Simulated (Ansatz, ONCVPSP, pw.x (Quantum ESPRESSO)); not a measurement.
lithium (Li): does the ONCV potential hold in the solid?

```
Element                 : lithium (Li)
Generator               : ONCVPSP 4.0.1
Type                    : optimised norm-conserving Vanderbilt (ONCV)
Functional              : PBEsol
Relativity              : scalar-relativistic
Frozen core             : [He]
Valence charge          : 1
Reference configuration : 2s1
Partial waves           : 2s: rc 2.20 bohr, ncon 4, nbas 9, qcut 3.2 1/bohr, 1 projector; p scattering state at 0.39 Ha: rc 1.70 bohr, ncon 4, nbas 7, qcut 5.1 1/bohr, 2 projectors, debl 3.2 Ha; d scattering state at 0.43 Ha: rc 2.30 bohr, ncon 3, nbas 6, qcut 4 1/bohr, 2 projectors, debl 2.7 Ha
Local potential         : polynomial inside 1.55 bohr (lpopt 2, dvloc0 2 Ha)
Core correction         : polynomial model core, fcfact 0.4
```

Crystal test: bcc Li in pw.x 7.5, no spin, 13³ k-points, Fermi–Dirac smearing 0.01 Ry, cutoffs 50/200 Ry. The reference is all-electron LAPW (Ansatz 0.2.0) with the same functional, mesh and smearing; V0 and B0 come from Birch–Murnaghan fits to the pressures at five volumes. Errors are pseudo minus all-electron; Δ is the rms difference of the E(V) curves that follow from these fits, minima aligned, over ±6 % about the mean V0. Mesh and smearing are coarse, so the numbers serve the comparison and aren't converged zero-temperature values; the lattice is a test structure that the element need not adopt.

All-electron: a0 = 3.435 Å (V0 = 20.26 Å³/atom), B0 = 13.6 GPa.

Question: How far does the potential miss the all-electron equation of state?

Answer: mean pressure error (GPa): -0.31; a0 (Å): 3.408; a0 error (%): -0.80; B0 error (%): -0.3; Δ (meV/atom): 1.4. This is a poor potential for the solid.

| V (Å³/atom) | P all-electron (GPa) | P pseudo (GPa) |
| --- | --- | --- |
| 19.330 | 0.69 | 0.33 |
| 19.838 | 0.30 | -0.04 |
| 20.347 | -0.06 | -0.36 |
| 20.856 | -0.37 | -0.66 |
| 21.364 | -0.66 | -0.92 |

Question: At the middle volume, how do free energy and pressure move when the wave cutoff is lowered (ecutrho kept at four times it)?

Answer:

```tsv
cutoff (Ry)	shift of F (meV/atom)	shift of P (GPa)
22	+0.6	-0.02
30	+0.2	+0.00
40	+0.1	-0.00
```

The run at the middle volume (84 k-points, 3 iterations) took about 3 s on one core of a shared host (Intel(R) Xeon(R) Platinum 8375C CPU @ 2.90GHz, 128 threads, 992 GiB, load 44).
